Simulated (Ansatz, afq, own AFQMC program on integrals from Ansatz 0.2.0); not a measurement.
## N2H, quartet: AFQMC among the cluster methods

```yaml
atoms:
  - { symbol: N, position_ang: [0.0000, 0.1197, 0.6764] }
  - { symbol: N, position_ang: [0.0000, -0.0606, -0.7555] }
  - { symbol: H, position_ang: [0.0000, -0.8208, 1.0987] }
```

Connectivity, by distances: NH–N.

Basis cc-pVDZ. Noble-gas cores (and the filled d shells of Ga–Kr and In–Xe) are frozen. AFQMC by an in-house program on the Cholesky factors that Ansatz 0.2.0 writes for its CCSD(T) run. ph-AFQMC/CISD is guided by a CISD state made of CCSD amplitudes; releasing the constraint for a short imaginary time cuts its bias at the price of noise, slowly where states lie close. Free projection: walkers drawn from exp(T), propagated without any constraint. Its projection time is finite, and what remains of the start isn't in its error. ± is one standard error of the sampling.

Determinant: UHF, the one that the program's search chose, which needn't be the lowest solution. The geometry is a point of a scan.

No full CI on the walks' own integrals is used here; CCSDT(Q) serves as the reference and is uncertain by about the last step of the cluster series.

Cautions: lower spins were not checked.

The T1 diagnostic is 0.0200. The weight of the determinant in the CISD state is 0.905, the ⟨S²⟩ of the determinant is 3.772 and the size of the correlated space is 11 electrons in 31 orbitals.

```
  level  correlation energy (eV)
    MP2                  -6.1864
   CCSD                  -7.0833
CCSD(T)                  -7.2469
```

Q: Estimate where AFQMC with the constraint released lies against CCSD(T) on the same integrals.

A: 4.2 ± 1.7 kJ/mol below CCSD(T).

Reference: CCSDT(Q), correlation energy -7.285 eV. The released energy is read at 1.62 1/Eh, later times being too noisy (meV from the phaseless value at times in 1/Eh: -29 ± 12 at 0.24, -16 ± 14 at 0.51, -16 ± 12 at 0.99, -25 ± 18 at 1.62, -17 ± 21 at 2.40).

```tsv
level	E − E(reference) (kJ/mol)	share of correlation (%)
CCSD(T)	3.7	99.48
CCSDT	1.3	99.81
ph-AFQMC/HF	14.6 ± 4.6	97.93
ph-AFQMC/CISD	1.9 ± 1.0	99.73
released AFQMC	-0.5 ± 1.7	100.07
free AFQMC	-1.8 ± 1.5	100.26
```

Free projections are given only where their last times agree within the noise and don't stop above the reference; a slow remainder of the start can still hide under it. A walk keeps the symmetry of its determinant, which the program's search chose and which needn't be the lowest solution, so a lower state of the same spin and another symmetry isn't excluded. Released energies are given only where the last usable release times agree within the noise; a slower fall can still hide under it.
